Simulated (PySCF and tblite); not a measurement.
Values are calculated unless marked as measured or tabulated.
C4H6O, numbered as in [CH2:1]=[C:2]1[CH2:3][C@@H:4]1[OH:5].

Search: ETKDG, MMFF94s, GFN2-xTB, 60 starts; geometries at GFN2-xTB. Weights use CAM-B3LYP-D3(BJ)/pcSseg-1 (IEF-PCM, acetone) energies plus GFN2-xTB zero-point and thermal terms (modes under about 100 cm⁻¹ blended into free rotors). Symmetry numbers and mirror images are counted. Conformers within 3 kcal/mol (GFN2-xTB free energy) were kept, 10 at most. Run with PySCF (density fitting) and tblite.

Rotational constants are equilibrium values for the commonest isotopes; dipoles come from the energy level named and are polarised by its solvent model.

Torsions listed: C3–C4–O5–H5.

```
conformer  shape  symmetry  weight %
        1    75°        C1      80.0
        2   -43°        C1      20.0
```

Sets of constants, in random order:

| set | A (MHz) | B (MHz) | C (MHz) | abs μa (D) | abs μb (D) | abs μc (D) |
| --- | --- | --- | --- | --- | --- | --- |
| P | 9831 | 4198 | 3296 | 1.37 | 0.67 | 1.00 |
| Q | 10015 | 4196 | 3284 | 0.76 | 1.96 | 0.63 |

Task: Match each set to its conformer.

Result: P is conformer 2, Q is conformer 1.
